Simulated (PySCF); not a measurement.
Thiopropynal, C3H2S.
Bonds: C1–C2 (triple), C2–C3, C3–S4 (double). Hydrogens: H5 on C1; H6 on C3.

The same species was optimised twice, with GFN2-xTB and with PBE0-D3(BJ)/def2-SVP (PySCF), and the same property calculations (PySCF, gas phase) were run on both structures.

| coordinate | GFN2-xTB | PBE0-D3(BJ)/def2-SVP | change |
| --- | --- | --- | --- |
| C1–H5 (Å) | 1.050 | 1.075 | +0.025 |
| C2–C3 (Å) | 1.393 | 1.415 | +0.022 |
| C3–H6 (Å) | 1.087 | 1.103 | +0.016 |
| C1≡C2 (Å) | 1.206 | 1.216 | +0.010 |
| C3=S4 (Å) | 1.628 | 1.625 | -0.003 |
| C2–C3–H6 (°) | 116.6 | 114.7 | -1.9 |
| C2–C3–S4 (°) | 123.4 | 124.8 | +1.4 |
| C1–C2–C3 (°) | 177.6 | 178.5 | +0.9 |
| S4–C3–H6 (°) | 120.0 | 120.5 | +0.5 |
| C2–C1–H5 (°) | 179.0 | 178.8 | -0.2 |

Rotational constants: A = 39279, B = 3220, C = 2976 MHz (GFN2-xTB) against A = 42935, B = 3090, C = 2883 MHz (PBE0-D3(BJ)/def2-SVP). Point groups within 0.08 Å: Cs and Cs.

On the GFN2-xTB structure: HOMO (eV) -6.86 [PBE0/pcSseg-1]; LUMO (eV) -3.15 [PBE0/pcSseg-1]; dipole (D) 2.26 [PBE0/pcSseg-1]; GIAO shielding of C1 (ppm) 76.2 [PBE0/pcSseg-1]; GIAO shielding of C2 (ppm) 95.1 [PBE0/pcSseg-1]; GIAO shielding of C3 (ppm) -51.6 [PBE0/pcSseg-1]; GIAO shielding of S4 (ppm) -920.0 [PBE0/pcSseg-1].

Task: What do these properties become on the PBE0-D3(BJ)/def2-SVP structure?

Result: 
| property | level | on GFN2-xTB | on PBE0-D3(BJ)/def2-SVP | change |
| --- | --- | --- | --- | --- |
| HOMO (eV) | PBE0/pcSseg-1 | -6.86 | -6.89 | -0.03 |
| LUMO (eV) | PBE0/pcSseg-1 | -3.15 | -3.14 | +0.01 |
| dipole (D) | PBE0/pcSseg-1 | 2.26 | 2.29 | +0.03 |
| energy, GFN2-xTB geometry as zero (kcal/mol) | PBE0/pcSseg-1 | 0.0 | -0.3 | -0.3 |
| GIAO shielding of C1 (ppm) | PBE0/pcSseg-1 | 76.2 | 77.7 | +1.5 |
| GIAO shielding of C2 (ppm) | PBE0/pcSseg-1 | 95.1 | 94.1 | -1.0 |
| GIAO shielding of C3 (ppm) | PBE0/pcSseg-1 | -51.6 | -49.8 | +1.8 |
| GIAO shielding of S4 (ppm) | PBE0/pcSseg-1 | -920.0 | -877.7 | +42.3 |

The heavy atoms differ by 0.041 Å rms after alignment. Among all bonds C1–H5 changes most (+0.025 Å). Changes are differences of the printed values. Neither structure is proved a minimum here.
